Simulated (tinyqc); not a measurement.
CIS and TDHF on RHF in the sto-6g basis, for HF, spin multiplicity 1, step by step. One step of it, computed by the program tinyqc.

Task: TDHF (RPA) triplet states. B(ia,jb) = - (ib|ja); the squared energies are the eigenvalues of (A - B)(A + B); 1 hartree = 27.211386 eV.

CIS matrix A, triplet (hartree), order 1>6, 2>6, 3>6, 4>6, 5>6:
$$\begin{pmatrix}
25.806619 & 0.008664 & -0.011232 & 0.000000 & 0.000000 \\
0.008664 & 1.184458 & -0.051511 & 0.000000 & 0.000000 \\
-0.011232 & -0.051511 & 0.254444 & 0.000000 & 0.000000 \\
0.000000 & 0.000000 & 0.000000 & 0.239168 & 0.000000 \\
0.000000 & 0.000000 & 0.000000 & 0.000000 & 0.239168
\end{pmatrix}$$

Two-electron integrals over orbitals (pq|rs), unique and non-zero (hartree):
```
(11|11) 5.382205    (21|11) -0.531894   (21|21) 0.084738    (22|11) 1.246811
(22|21) -0.023745   (22|22) 0.872556    (31|11) 0.114693    (31|21) -0.017611
(31|22) 0.007803    (31|31) 0.019052    (32|11) -0.129637   (32|21) 0.006105
(32|22) -0.043293   (32|31) 0.020652    (32|32) 0.140690    (33|11) 0.914161
(33|21) -0.008514   (33|22) 0.709014    (33|31) -0.002885   (33|32) -0.020408
(33|33) 0.695368    (41|41) 0.030359    (42|41) 0.039889    (42|42) 0.188382
(43|41) -0.007774   (43|42) -0.030542   (43|43) 0.037547    (44|11) 1.265985
(44|21) -0.014123   (44|22) 0.894673    (44|31) 0.002925    (44|32) -0.069086
(44|33) 0.695864    (44|44) 0.998085    (51|51) 0.030359    (52|51) 0.039889
(52|52) 0.188382    (53|51) -0.007774   (53|52) -0.030542   (53|53) 0.037547
(54|54) 0.053789    (55|11) 1.265985    (55|21) -0.014123   (55|22) 0.894673
(55|31) 0.002925    (55|32) -0.069086   (55|33) 0.695864    (55|44) 0.890506
(55|55) 0.998085    (61|11) 0.122972    (61|21) -0.020594   (61|22) 0.002792
(61|31) -0.011770   (61|32) -0.023719   (61|33) 0.006800    (61|44) 0.003138
(61|55) 0.003138    (61|61) 0.021755    (62|11) -0.177240   (62|21) 0.004855
(62|22) -0.095698   (62|31) -0.020064   (62|32) -0.071677   (62|33) -0.025387
(62|44) -0.093739   (62|55) -0.093739   (62|61) 0.018254    (62|62) 0.091574
(63|11) -0.408522   (63|21) 0.006383    (63|22) -0.224343   (63|31) 0.001718
(63|32) 0.084150    (63|33) -0.100244   (63|44) -0.235985   (63|55) -0.235985
(63|61) -0.004800   (63|62) 0.041232    (63|63) 0.220605    (64|41) -0.007700
(64|42) -0.031144   (64|43) -0.021114   (64|64) 0.029230    (65|51) -0.007700
(65|52) -0.031144   (65|53) -0.021114   (65|65) 0.029230    (66|11) 0.849036
(66|21) -0.008664   (66|22) 0.647456    (66|31) 0.011232    (66|32) 0.051511
(66|33) 0.655577    (66|44) 0.628866    (66|55) 0.628866    (66|61) -0.007811
(66|62) -0.057227   (66|63) -0.021208   (66|66) 0.686661
```

Give: TDHF matrix B, triplet; squared energies w^2; TDHF energies from the positive w^2.

Result:

TDHF matrix B, triplet (hartree), order 1>6, 2>6, 3>6, 4>6, 5>6:
$$\begin{pmatrix}
-0.0218 & -0.0183 & 0.0048 & 0.0000 & 0.0000 \\
-0.0183 & -0.0916 & -0.0412 & 0.0000 & 0.0000 \\
0.0048 & -0.0412 & -0.2206 & 0.0000 & 0.0000 \\
0.0000 & 0.0000 & 0.0000 & -0.0292 & 0.0000 \\
0.0000 & 0.0000 & 0.0000 & 0.0000 & -0.0292
\end{pmatrix}$$

squared energies w^2 (hartree^2): [0.0123, 0.0563, 0.0563, 1.4002, 665.9809]

TDHF energies from the positive w^2 (eV): [3.0158, 6.4593, 6.4593, 32.1994, 702.2335]
